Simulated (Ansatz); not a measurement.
Basis-set extrapolation for H₄NO₂P (`NP(O)O`) (PBE0-D4/def2-TZVP geometry, frozen core, Ansatz 0.2.0). Multiplicity 1, RHF reference.

|  | def2-TZVPP | def2-QZVPP |
| --- | --- | --- |
| HF | -547.417285 | -547.438469 |
| MP2 correlation | -0.845057 | -0.913980 |
| CCSD(T) correlation | -0.898283 | not run |

Energies in hartree. Use E(X) = E(∞) + A·exp(−7.88·√X) for Hartree–Fock and E(X) = E(∞) + B·X^(−2.97) for correlation, with X = 3 and 4, and add CCSD(T) minus MP2 of the smaller set to the MP2 limit.

**Question.** What is the CCSD(T) energy at the basis-set limit?

**Answer.** HF limit: -547.438469 + (-0.021184) × 0.13774 = -547.44139. MP2 limit: -0.913980 + (-0.068923) × 0.74074 = -0.96503. Higher-order term: -0.898283 − (-0.845057) = -0.05323. Total: -548.45965 hartree, 378.3 kJ/mol below CCSD(T)/def2-TZVPP.
